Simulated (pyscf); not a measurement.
O=Ta(F)(F)–F + H₂O -> HO–Ta(OH)(F)(F)–F, gas phase, singlet surface. Single points on ωB97X-D3(BJ)/def2-SVP structures (PySCF, gas phase). ΔG in kcal/mol from ωB97M-D3(BJ)/def2-TZVP energies (ideal gas, 1 atm, RRHO with modes under 100 cm⁻¹ raised to 100, one conformer, R ln 2 for chiral ones without a mode under 150 cm⁻¹).

```tsv
T (K)	ΔG
298	-17.4
600	-7.9
900	?
1200	+9.2
```

Q: Fit a line to the three values, predict ΔG at 900 K, and estimate where the reaction turns unfavourable at 1 atm of each gas.

A: Least squares gives ΔG = -25.9 + 29.4 × T/1000 K, so ΔS is about -123 J/(mol K) and ΔH about -25.9 kcal/mol over this range (ΔH at 298 K: -27.2). At 900 K the line gives +0.6; the computed value is +0.9. ΔG = 0 falls near 880 K; 1 kcal/mol in the energy moves that by 34 K. This is thermodynamics alone and says nothing of the barrier. Elements past Kr carry the def2 core potentials, without spin-orbit coupling.
